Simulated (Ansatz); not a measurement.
bcc Na, treated with PBE0 (PAW; Ansatz, a quantum-chemistry and plane-wave program).

Input file:

Ansatz 0.2 input:
```yaml
crystal:
  lattice:
    - [-2.0940347563, 2.0940347563, 2.0940347563]
    - [2.0940347563, -2.0940347563, 2.0940347563]
    - [2.0940347563, 2.0940347563, -2.0940347563]
  atoms:
    - { symbol: Na, position: [0.0, 0.0, 0.0] }
basis:
  ecutwfc: 460
  ecutrho_ratio: 4
  xc_grid: 2
kpoints:
  mp_grid: { grid: [10, 10, 10] }
hamiltonian:
  xc: pbe0
  dispersion: none
  pseudopotentials: { kind: paw }
scf:
  occupations: { method: fermi_dirac, width: 0.05 }
  convergence: { dr2_threshold: 0.0000000001 }
output:
  forces: false
  stress: true
  eigenvalues: true
```

Q: How many irreducible k-points, plane waves at Γ does the program set up, and what pressure does the run end with?

A: 47 irreducible k-points, 791 plane waves at Γ; P = 0.22 GPa, so the cell is compressed on average and its volume would grow at this level.

The run printed, among other lines:

```
WARN output.stress: scf.exx.energy_threshold = 1e-6 eV is looser than the 1e-8 eV advised for a stress under a hybrid functional (1e-8 eV for each atom of the …
Crystal: 1 atoms, lattice volume = 36.729 Å³
Basis set: ecut = 460 eV, 791 PW (Γ), exchange–correlation on 54×54×54 points (8 copies of the dense FFT grid, shifted against one another)
Bands: 9, of which v1, the nominal top of the filled ones, is band 5 counted from 1 (4 counted from 0)
Symmetry: 48 space group operations
Space group: Im-3m (ITA 229), of the structure as read, at distance tolerance 3.3e-5 Å
k-points: 47 of 1000
Functional: x = pbe(κ = 0.804, μ = 0.2195149727645171), c = pbe(β = 0.06672455060314922), warm-up for x = 0.75 pbe(κ = 0.804, μ = 0.2195149727645171) + 0.25 exact, c = pbe(β = 0.06672455060314922)
SCF iter   1: F=—  HF=-1486.413576 eV  |F-HF|=—  |Δ(HF+E_count)|=         —  Δρ=2.92e-4  dr2=2.06e-5
SCF iter   2: F=—  HF=-1486.413688 eV  |F-HF|=—  |Δ(HF+E_count)|=   1.12e-4  Δρ=1.19e-4  dr2=4.15e-6
  ...
SCF 1 converged in 5 iterations: F = -1486.413713 eV  dr2 = 4.79e-11
Crystal: 1 atoms, lattice volume = 36.729 Å³
Initial density: handed on by an earlier stage of this run
Functional: x = 0.75 pbe(κ = 0.804, μ = 0.2195149727645171) + 0.25 exact, c = pbe(β = 0.06672455060314922)
SCF 2 converged in 7 iterations: F = -1486.666572 eV  dr2 = 3.89e-11
Crystal: 1 atoms, lattice volume = 36.729 Å³
Crystal: 1 atoms, lattice volume = 36.729 Å³
Crystal: 1 atoms, lattice volume = 36.729 Å³
SCF iter   1: F=—  HF=-1486.668596 eV  |F-HF|=—  |Δ(HF+E_count)|=         —  Δρ=4.02e-7  dr2=6.70e-11
SCF iter   2: F=-1486.668596 eV  HF=-1486.668596 eV  |F-HF|=4.55e-13  |Δ(HF+E_count)|=  2.27e-10  Δρ=1.15e-7  dr2=4.38e-12
SCF 5 converged in 2 iterations: F = -1486.668596 eV  dr2 = 4.38e-12
Free energy (F): -1486.668596 eV
Internal energy: -1486.666070 eV  (E = F + TS)
E sigma→0 (E₀):  -1486.667333 eV
Fermi energy:    1.742556 eV
--- Stress (GPa, compression-positive) ---
        0.216880      -0.000000       0.000000
       -0.000000       0.216880       0.000000
       -0.000000      -0.000000       0.216880
  P = ⅓ Tr σ = 0.2169 GPa (2.169 kbar)
```

The cell is one volume of an energy–volume scan, off the minimum.

The PAW data were made under PBE.

Note: the run warned that the count of filled bands differs between k points.

Computing time: about 120 core-seconds (a rough figure).
